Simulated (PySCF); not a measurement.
Molecule: `COCOC`, C3H8O2.

Cartesian coordinates in Å; atom numbers follow the order of the lines, from 1:
```xyz
13

C    -1.8500   -0.3051   -0.1653
O    -0.9221    0.3719    0.6578
C     0.0911    1.0134   -0.0528
O     0.9675    0.1471   -0.7041
C     1.7661   -0.6172    0.1758
H    -2.3590    0.4002   -0.8322
H    -2.5724   -0.7677    0.5034
H    -1.3583   -1.0726   -0.7703
H     0.6197    1.6288    0.6915
H    -0.3246    1.6532   -0.8464
H     2.3974    0.0358    0.7891
H     1.1505   -1.2356    0.8353
H     2.3898   -1.2518   -0.4496
```

Frames of a GFN2-xTB Langevin trajectory at 600 K; GIAO PBE0/pcSseg-1 shieldings in PySCF 2.14, gas phase, non-relativistic; equivalent atoms averaged within each frame.

References, each an isolated molecule treated in the same way: 13C (σref 186.93) and 1H (σref 31.72) against TMS; 17O (σref 336.08) against H2O. The references are static minima.

How do the shifts (ppm) fluctuate along the trajectory?

Answers


```
         time (fs)     C3  C1/C5  O2/O4  H9/H10  H6/H7/H8/H11/H12/H13
optimised geometry  101.4   56.7   47.2    4.76                  3.47
               250  103.3   56.2   47.5    3.83                  3.83
               425  101.3   55.8   35.0    4.77                  4.15
               625  117.8   68.3   92.9    6.11                  4.14
               800  107.7   62.0   54.5    4.70                  4.22
              1000  110.2   61.1   81.7    5.73                  3.73
    mean of frames  108.1   60.7   62.3    5.03                  4.01
standard deviation    6.5    5.1   24.2    0.90                  0.22
```

5 frames give an uncertainty of the mean of about the standard deviation over 2.2 at best, since frames this close in time may not be independent; classical motion lacks zero-point vibration, and the reference would need the same averaging.
